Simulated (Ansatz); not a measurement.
Ansatz (a program for electronic structure) input (RI-MP2/cc-pV(Q+d)Z):
A basis named .json is the Basis Set Exchange file of that set.

Ansatz 0.2 input:
```yaml
crystal:
  periodic: [false, false, false]
  atoms:
    - {symbol: C, position_ang: [-0.18331015, 0.82218101, -0.00200557]}
    - {symbol: C, position_ang: [0.95939345, 1.42913572, -0.00491648]}
    - {symbol: Cl, position_ang: [-0.32505073, -0.94519596, 0.00290529]}
    - {symbol: H, position_ang: [-1.15024766, 1.30588412, -0.00222400]}
    - {symbol: H, position_ang: [2.01961031, 1.25454689, -0.00563361]}
basis:
  gaussian:
    orbitals: cc-pV_Q+d_Z.json
    fitting: {mean_field: def2-universal-jkfit, correlation: cc-pVQZ-RIFIT.json}
magnetization: {spin_polarized: true, initial_magnetization: 1}
correlation: {method: mp2, electrons: outside_noble_gas}
```

Output:

```
Functional definition: HF
integrals: 0.20 GiB planned
314 factors; integrals over basis functions are off by at most 3.7e0 eV
532 factors; integrals over basis functions are off by at most 7.5e-1 eV
mean field: 0.62 GiB planned
mean field evaluation 1: about -14593.3519 eV, gradient 1.5e1 eV
mean field evaluation 2: about -14594.7720 eV, gradient 5.3e0 eV
mean field evaluation 4: about -14595.1009 eV, gradient 1.1e0 eV
mean field evaluation 8: about -14595.1857 eV, gradient 4.9e-1 eV
mean field evaluation 16: about -14590.9598 eV, gradient 1.3e-3 eV
mean field -14595.22136046 eV, -536.3644920007 hartree, gradient 8.9e-6 eV, S^2 0.950630; 2 other end points of the search recorded, 0 dependent functions left out
7 core orbitals not correlated
reference -14595.22136046 eV, -536.3644920007 hartree; 9, 8 occupied and 218, 219 virtual orbitals, 532 factors
second order -13.65583792 eV of doubles, -0.00000000 eV of singles
Total energy: -14608.87719839 eV, -536.8663347880 hartree
```

It need not be the lowest isomer of its formula.

The determinant is spin-contaminated: <S^2> is 0.95 against 0.75 for a pure state.
